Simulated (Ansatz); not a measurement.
**CH₄N radical: single points off equilibrium**

An exercise on one series of results from a longer session: the logs are not shown, and one member is left open.

The runs use Ansatz 0.2.0, Gaussian basis; single points in def2-TZVPP.

Correlated methods freeze the cores. Orbitals are unrestricted.

## Where the work starts

SMILES `[CH2]N`, 6 atoms, charge 0, spin multiplicity 2.

Atoms are counted from 1 here; the program's logs count them from 0.

Bond lengths: C1–N2 1.498 Å, C1–H3 0.889 Å, C1–H4 1.194 Å, N2–H5 0.794 Å, N2–H6 1.293 Å. Angles: N2–C1–H3 105.5°, N2–C1–H4 100.8°, H3–C1–H4 129.1°, C1–N2–H5 126.5°, C1–N2–H6 110.1°, H5–N2–H6 80.9°.

Geometry (Å):

```xyz
6
charge 0, multiplicity 2
C    -0.39880   -0.62130   -0.17580
N     0.47520    0.49350    0.31260
H    -1.10850   -0.61890    0.36020
H     0.41070   -1.48130   -0.34950
H     0.98240    0.92140   -0.12330
H    -0.17420    1.61140    0.28380
```

Set-up of the first run:

The input, run/in.yaml:

```yaml
crystal:
  periodic: [false, false, false]
  atoms:
    - {symbol: C, position_ang: [-0.398800, -0.621300, -0.175800]}
    - {symbol: N, position_ang: [0.475200, 0.493500, 0.312600]}
    - {symbol: H, position_ang: [-1.108500, -0.618900, 0.360200]}
    - {symbol: H, position_ang: [0.410700, -1.481300, -0.349500]}
    - {symbol: H, position_ang: [0.982400, 0.921400, -0.123300]}
    - {symbol: H, position_ang: [-0.174200, 1.611400, 0.283800]}
basis:
  gaussian: {orbitals: def2-TZVPP}
magnetization: {spin_polarized: true, initial_magnetization: 1}
correlation: {method: ccsd_t}
scf: {omitted_lower_state_checks: [cluster_reference]}
output: {forces: true}
```

No record of the launch command was kept for these runs.

Steps of the session up to this table: CCSD(T)/def2-TZVPP; PBE0-D4/def2-TZVPP; wB97M-V/def2-TZVPP; r2SCAN-D4/def2-TZVPP; PBE-D4/def2-TZVPP; B97M-V/def2-TZVPP; BHLYP-D4/def2-TZVPP.

One of the session's tables, all rows but one given; the rest of the session is left out.

| method | RMS force component (eV/Å) | angle to CCSD(T) forces (°) | dipole (D) |
| --- | --- | --- | --- |
| CCSD(T) | 8.614 | reference | 0.91 |
| PBE0-D4 | 8.674 | 1.1 | 0.96 |
| wB97M-V | 8.581 | 1.0 | 0.96 |
| r2SCAN-D4 | 8.581 | 0.4 | 0.94 |
| PBE-D4 | 8.662 | 1.1 | 1.00 |
| B97M-V | ? | ? | ? |
| BHLYP-D4 | 8.529 | 2.1 | 0.93 |

Q: Estimate the row for B97M-V from the others.

As computed: RMS force component (eV/Å): 8.527; angle to CCSD(T) forces (°): 0.9; dipole (D): 0.92. In the column «RMS force component (eV/Å)» it is the lowest.
